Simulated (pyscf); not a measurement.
## Concerted two-bond exchange: HO–SiH(OH)–OH → HO–SiH(OH)–OH

Gas phase, singlet surface, charge 0. Bonds broken: O1–H6, Si2–H5. Bonds formed: O1–H5, Si2–H6. Optimised with ωB97X-D3(BJ)/def2-SVP in PySCF. MP2 and CC: frozen core, UHF for open shells. ΔMP2 is the change of the MP2 total energy from the triple- to the quadruple-zeta basis.

Transition state (Å):

```xyz
8

O     -0.0895     0.4178     1.1448
Si    -0.7697     0.0713    -0.2314
O     -0.0441    -0.5993    -1.5335
O     -2.3349     0.3320    -0.5841
H     -0.6918    -1.0574     1.1208
H     -0.0187     1.6244     0.1093
H      0.8950    -0.8067    -1.4604
H     -2.6415     0.0798    -1.4634
```

One imaginary mode, 1677i cm⁻¹; descent along it reached the two sides named.

```json
[
 {"bond": "O1–H6", "change": "breaks", "reactant side (Å)": "0.963", "saddle": "1.592", "product side": "2.484"},
 {"bond": "Si2–H5", "change": "breaks", "reactant side (Å)": "1.479", "saddle": "1.763", "product side": "2.249"},
 {"bond": "O1–H5", "change": "forms", "reactant side (Å)": "2.484", "saddle": "1.594", "product side": "0.963"},
 {"bond": "Si2–H6", "change": "forms", "reactant side (Å)": "2.248", "saddle": "1.758", "product side": "1.479"}
]
```

Electronic energies relative to the reactant's lowest minimum found (eV):

```
level                             barrier  reaction energy  reverse barrier
--------------------------------  -------  ---------------  ---------------
ωB97X-D3(BJ)/def2-TZVP               5.57             0.00             5.57
PBE/def2-TZVP                        4.64             0.00             4.64
r²SCAN/def2-TZVP                     4.99             0.00             4.99
B3LYP-D3(BJ)/def2-TZVP               5.17             0.00             5.17
PBE0-D3(BJ)/def2-TZVP                5.24             0.00             5.24
M06-2X/def2-TZVP                     5.59             0.00             5.59
ωB97M-D3(BJ)/def2-TZVP               5.39             0.00             5.39
HF/def2-TZVP                         6.67             0.00             6.67
MP2/def2-QZVPP                       5.73             0.00             5.73
CCSD/def2-TZVPP                      5.67             0.00             5.67
CCSD(T)/def2-TZVPP                   5.36             0.00             5.36
CCSD(T)/def2-TZVPP + ΔMP2(QZVPP)     5.37             0.00             5.37
```

With CCSD(T)/def2-TZVPP + ΔMP2(QZVPP) energies and thermal terms (ideal gas, 1 atm, RRHO with modes under 100 cm⁻¹ raised to 100, one conformer, R ln 2 for rigid chiral ones), in eV:

```json
[
 {"T (K)": "298", "ΔH‡": "5.12", "ΔG‡": "5.17", "ΔH": "0.00", "ΔG": "0.00"},
 {"T (K)": "600", "ΔH‡": "5.11", "ΔG‡": "5.23", "ΔH": "0.00", "ΔG": "0.00"},
 {"T (K)": "900", "ΔH‡": "5.11", "ΔG‡": "5.29", "ΔH": "0.00", "ΔG": "0.00"},
 {"T (K)": "1200", "ΔH‡": "5.11", "ΔG‡": "5.35", "ΔH": "0.00", "ΔG": "0.00"}
]
```

The same reactants have a lower exit, to H₂O + O=SiH–OH (highest point, the separated products, at +2.94 eV at ωB97M-D3(BJ), against +5.39 eV here). One saddle was located; it need not be the lowest between these sides. One closed-shell reference is unstable to symmetry breaking; treat the single-reference values with care. The CCSD(T) − MP2 part came from Ansatz, without density fitting, on the same reference.
